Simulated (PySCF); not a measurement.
AlP⁻: energy against distance

Set-up: basis Al aug-cc-pV(D+d)Z, P aug-cc-pV(D+d)Z; no relativity; PySCF 2.14. Energies in eV from Al + P⁻ in their ground configurations at the same level. State: ²Σ⁺ (doublet), unpaired electrons σ ↑.

```csv
R (Å),PBE0
1.844,-2.451
1.930,-3.044
2.015,-3.369
2.080,-3.482
2.144,-3.511
2.208,-3.477
2.294,-3.358
2.401,-3.135
2.530,-2.806
2.701,-2.341
```

**Question.** Put a parabola through the three lowest points of the PBE0 curve and estimate Re, k and ωe (reduced mass 14.42 u; 1 eV/Å² = 0.16022 mdyn/Å; ωe = 1302.8·√(k/μ) cm⁻¹).

**Answer.** Through R = 2.08, 2.144, 2.208 Å the second-order coefficient is 7.69 eV/Å², so Re ≈ 2.141 Å, k ≈ 2.46 mdyn/Å and ωe ≈ 539 cm⁻¹. A polynomial fit of higher order to the unrounded PBE0 energies gives Re = 2.138 Å, k = 2.52 mdyn/Å, ωe = 545 cm⁻¹; anharmonicity and rounding make the difference.

The higher-order fit for each curve: PBE0: Re = 2.138 Å, ωe = 545 cm⁻¹, De = 3.51 eV.

⟨S²⟩ of the unrestricted solution departs from its pure value on part of the curve, where spin states mix. For an ion De counts to the pair picked by the measured ionisation energies or electron affinities, which need not be the lowest pair at this level. The state was picked by a PBE0 search and need not be the measured ground state.
